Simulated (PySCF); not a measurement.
SiH2, SMILES [SiH2] (connectivity only; charge and spin as stated), neutral, multiplicity 1. Geometry optimised at PBE-D3(BJ)/def2-TZVPD. The isomer is the one that the SMILES or the coordinates give; other isomers of the formula were not compared.

All values below come from PBE-D3(BJ)/def2-TZVPD (PySCF).

Harmonic wavenumbers (cm⁻¹): 973, 1971, 1978. Rotational constants (GHz): 229.1, 209.9, 109.5; symmetry number 2.

Q: Work out the zero-point energy and the ideal-gas rigid-rotor harmonic-oscillator thermochemistry at 298.15 K and 1 atm.

A: ZPE = ½ Σ hcν = ½ × 4922 cm⁻¹ = 7.04 kcal/mol. H − E(el) = 9.43 kcal/mol. Entropy in cal/(mol K): translation 36.14, rotation 13.40, vibration 0.11, total 49.64. G − E(el) = -5.37 kcal/mol. Cp = 8.38 cal/(mol K).
